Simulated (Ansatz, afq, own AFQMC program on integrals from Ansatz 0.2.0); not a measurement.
# H₂O₂, singlet in cc-pVDZ, levels against CCSDT(Q)

```json
{"atom": "O", "x (Å)": "0.0000", "y (Å)": "-0.1409", "z (Å)": "0.7046"}
{"atom": "O", "x (Å)": "0.0000", "y (Å)": "0.1409", "z (Å)": "-0.7046"}
{"atom": "H", "x (Å)": "0.0000", "y (Å)": "0.7608", "z (Å)": "1.0436"}
{"atom": "H", "x (Å)": "0.0000", "y (Å)": "-0.7608", "z (Å)": "-1.0436"}
```

Connectivity, by distances: OH–OH.

Basis cc-pVDZ. Only valence electrons are correlated. Ansatz 0.2.0 and our own AFQMC program on the same integrals; the CISD trial comes from CCSD amplitudes, and released means the phaseless constraint is let go. Free projection: walkers drawn from exp(T), propagated without any constraint. Its projection time is finite, and what remains of the start isn't in its error. ± is one standard error of the sampling.

Determinant: RHF, the one that the program's search chose, which needn't be the lowest solution. The geometry is a point of a scan.

No full CI on the walks' own integrals is used here; CCSDT(Q) serves as the reference and is uncertain by about the last step of the cluster series.

The T1 diagnostic is 0.0090, the weight of the determinant in the CISD state is 0.895 and the size of the correlated space is 14 electrons in 36 orbitals.

```
  level  correlation energy (eV)
    MP2                 -10.4721
   CCSD                 -10.8561
CCSD(T)                 -11.0992
```

Question: Estimate where AFQMC with the constraint released lies against CCSD(T) on the same integrals.

Answer: 1.17 ± 0.51 kcal/mol below CCSD(T).

Reference: CCSDT(Q), correlation energy -11.144 eV. The released energy is read at 1.62 1/Eh, later times being too noisy (meV from the phaseless value at times in 1/Eh: 15 ± 18 at 0.24, 13 ± 17 at 0.51, 14 ± 20 at 0.99, 6 ± 22 at 1.62, 4 ± 32 at 2.40).

| level | E − E(reference) (kcal/mol) | share of correlation (%) |
| --- | --- | --- |
| CCSD(T) | 1.04 | 99.60 |
| CCSDT | 0.87 | 99.66 |
| ph-AFQMC/CISD | -0.28 ± 0.34 | 100.11 |
| released AFQMC | -0.13 ± 0.51 | 100.05 |
| free AFQMC | -0.54 ± 0.75 | 100.21 |

Free projections are given only where their last times agree within the noise and don't stop above the reference; a slow remainder of the start can still hide under it. A walk keeps the symmetry of its determinant, which the program's search chose and which needn't be the lowest solution, so a lower state of the same spin and another symmetry isn't excluded. Released energies are given only where the last usable release times agree within the noise; a slower fall can still hide under it.
